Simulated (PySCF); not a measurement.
# C3H7NO (N-Methylacetamide): the cost of one run

The runs use PySCF 2.14.0, with density-fitted response routines of our own; the level of theory stands in each step. All values are computed, except where a source is named. Atoms count from 0, in the outputs and in this text.

## Step 1: Starting geometry

12 atoms, charge 0, multiplicity 1; geometry from: MMFF94s.

Bonds of the start (Å): C0–N1 1.44, N1–C2 1.38, C2–C3 1.50, C2–O4 1.23, C0–H5 1.09, C0–H6 1.09, C0–H7 1.09, N1–H8 1.01, C3–H9 1.09, C3–H10 1.09, C3–H11 1.09.

## Step 2: Relaxing the molecule at PBE0-D3(BJ)/def2-SVP

Job settings and geometry (Å):

```
{"job": {"xc": "PBE0", "basis": "def2-SVP", "d3": "d3bj", "grid": 1, "kind": "geom"}, "charge": 0, "multiplicity": 1}
C      1.882436     0.125476     0.146446
N      0.540148    -0.338552    -0.091024
C     -0.546740     0.433570     0.248159
C     -1.869515    -0.199845    -0.086950
O     -0.460591     1.548481     0.750920
H      2.071912     1.004984    -0.474783
H      1.995808     0.393318     1.200478
H      2.581312    -0.672670    -0.113716
H      0.400656    -1.238670    -0.530549
H     -2.637636     0.181266     0.591642
H     -1.821125    -1.287155     0.020672
H     -2.136663     0.049795    -1.117166
```

The run is started by

```console
> OMP_NUM_THREADS=1 python probes_run.py task.json out
```

This one command runs all jobs of the session in turn.

Q: Estimate the wall time and peak memory of this first job on 1 thread of Arm Neoverse V1, shared host.

About 30 s, with a peak of 0.41 GiB.
